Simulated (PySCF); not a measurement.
# How the numerical set-up moves the result for HF⁻

The method stays; parts of the set-up, such as the basis or the Hamiltonian, are changed.

Computed with PySCF 2.14.0. Level: each script names its method and basis.

5 further runs of the same task are left out: 5 that didn't finish.

## 1. The system as given

HF⁻: 2 atoms, charge -1, spin multiplicity 2.

Bond lengths: H1–F2 1.087 Å.

## 2. The base run

Contents of input.py:

```python
from pyscf import gto, scf, mcscf

mol = gto.M(
    atom='H 0 0 0; F 0 0 1.087',
    basis='def2-tzvpp',
    charge=-1,
    spin=1,
    verbose=4,
)
mf = scf.ROHF(mol)
mf = mf.newton()
mf.kernel()
mc = mcscf.CASSCF(mf, 6, 5)
mc.kernel()
mc.analyze()
mf.dip_moment()
print('orbital energies (hartree):', mf.mo_energy[..., max(0, mol.nelec[1]-3):mol.nelec[0]+3].round(4))
```

On the command line:

```sh
$ python input.py
```

The log of this run is left out.

It gives: E(SCF) = -99.949546 Eh, 3 macro-iterations, E(CAS) − E(SCF) = -0.05867 Eh.

The bond length is a typed value, not an optimised one. The dipole of an ion depends on the origin.

## 3. Lanl2dz

Run 1 changes basis set: def2-tzvpp → lanl2dz.

Contents of input.py:

```python
from pyscf import gto, scf, mcscf

mol = gto.M(
    atom='H 0 0 0; F 0 0 1.087',
    basis='lanl2dz',
    charge=-1,
    spin=1,
    verbose=4,
)
mf = scf.ROHF(mol)
mf = mf.newton()
mf.kernel()
mc = mcscf.CASSCF(mf, 6, 5)
mc.kernel()
mc.analyze()
mf.dip_moment()
print('orbital energies (hartree):', mf.mo_energy[..., max(0, mol.nelec[1]-3):mol.nelec[0]+3].round(4))
```

On the command line:

```sh
$ python input.py
```

## 4. Crenbl (core potential on)

Run 2 changes basis set: def2-tzvpp → crenbl; core potential: off → on. The core potential changes with it: totals don't compare.

Changes to input.py since step 2:

```diff
@@ -4,3 +4,4 @@
     atom='H 0 0 0; F 0 0 1.087',
-    basis='def2-tzvpp',
+    basis='crenbl',
+    ecp={'F': 'crenbl'},
     charge=-1,
```

## 5. Spin-free X2C on

Run 3 changes spin-free X2C: off → on.

Changes to input.py since step 2:

```diff
@@ -10,2 +10,3 @@
 mf = scf.ROHF(mol)
+mf = mf.sfx2c1e()
 mf = mf.newton()
```

## 6. Cartesian functions on

Run 4 changes Cartesian functions: off → on.

Changes to input.py since step 2:

```diff
@@ -7,2 +7,3 @@
     spin=1,
+    cart=True,
     verbose=4,
```

## 7. Def2-svp

Run 5 changes basis set: def2-tzvpp → def2-svp.

Changes to input.py since step 2:

```diff
@@ -4,3 +4,3 @@
     atom='H 0 0 0; F 0 0 1.087',
-    basis='def2-tzvpp',
+    basis='def2-svp',
     charge=-1,
```

## 8. 6-311g**

Run 6 changes basis set: def2-tzvpp → 6-311g**.

Changes to input.py since step 2:

```diff
@@ -4,3 +4,3 @@
     atom='H 0 0 0; F 0 0 1.087',
-    basis='def2-tzvpp',
+    basis='6-311g**',
     charge=-1,
```

Before running it: what results should come out? Wanted: for each run, E(SCF); from base; after the SCF.

**Answer**, as computed:

```
                       run  E(SCF) (hartree)  from base (eV)   cycles  functions                 after the SCF
                      base        -99.949546               0  3 macro         45  CASSCF correlation -1.597 eV
                   lanl2dz        -99.865325         +2.2918  3 macro         11  CASSCF correlation -1.267 eV
crenbl (core potential on)        -24.345941  not comparable  3 macro         20  CASSCF correlation -1.368 eV
          spin-free X2C on       -100.031527         -2.2308  3 macro         45  CASSCF correlation -1.599 eV
    Cartesian functions on        -99.951530         -0.0540  3 macro         51  CASSCF correlation -1.601 eV
                  def2-svp        -99.779741         +4.6206  3 macro         19  CASSCF correlation -1.420 eV
                  6-311g**        -99.911790         +1.0274  3 macro         24  CASSCF correlation -1.355 eV
```

The largest comparable shift of the SCF energy, +4.621 eV, comes with the run “def2-svp”. lanl2dz (11 functions) gives an energy 2.29 eV higher than def2-tzvpp (45). Scalar relativity lowers the total energy by 2.23 eV, nearly all of it in the inner shells; a basis contracted without relativity catches only part of it. def2-svp (19 functions) gives an energy 4.62 eV higher than def2-tzvpp (45). 6-311g** (24 functions) gives an energy 1.03 eV higher than def2-tzvpp (45).
